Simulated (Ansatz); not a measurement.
Energy profile

The step: BH₃O ([BH2][OH]) + CH₄ → CH₅B ([BH2][CH3]) + H₂O (still joined by a long B–O bond); bonds formed: B1–C6, O2–H5; bonds broken: H5–C6; bonds weakened to dative contacts: B1–O2 (atoms numbered as in the saddle structure below).

B1  (0.141, 0.301, -0.751)
O2  (-1.425, 0.103, -0.739)
H3  (0.690, -0.526, -1.427)
H4  (0.416, 1.454, -0.914)
H5  (-0.738, -0.125, 0.273)
C6  (0.473, -0.088, 0.945)
H7  (-1.648, -0.720, -1.183)
H8  (0.413, -1.119, 1.303)
H9  (0.146, 0.603, 1.725)
H10  (1.531, 0.116, 0.767)
(Å)

Electronic energies by CCSD(T) at an estimated basis limit (MP2 extrapolated from triple and quadruple zeta, plus CCSD(T) − MP2 in triple zeta), on PBE0-D4/def2-TZVP structures; CH$_{7}$BO, closed shell; no counterpoise correction. Ansatz 0.2.0; basis: def2-TZVPP and def2-QZVPP; cores frozen in the correlated methods. Extrapolation: Hartree–Fock as exp(−7.88 √X), correlation as X^−2.97.

(1) Give the profile in kJ/mol, counted from the separated reactants. (An estimate is asked for; the value comes from the calculation.)

T1 diagnostic: at most 0.014.

Answers

(1) The calculation gives:
| point | kJ/mol |
| --- | --- |
| separated: BH$_{3}$O (linked as [BH2][OH]; B1, O2, H3, H4, H7; singlet) + CH$_{4}$ (H5, C6, H8, H9, H10; singlet) | 0.0 |
| start structure | -3.7 |
| saddle | 218.2 |
| end structure | 99.2 |
| separated: CH$_{5}$B (linked as [BH2][CH3]; B1, H3, H4, C6, H8, H9, H10; singlet) + H$_{2}$O (O2, H5, H7; singlet) | 142.4 |

For scale, one of the runs: CCSD(T)/def2-TZVPP, 191 basis functions, launched by `ansatz run in.yaml --threads 2 --pin off --events-out ev --progress --plain --max-ram 4352MiB`. Hardware: 2 CPU threads of an Arm Neoverse N1, shared host. Wall time 79 s; peak host memory 2.2 GiB.
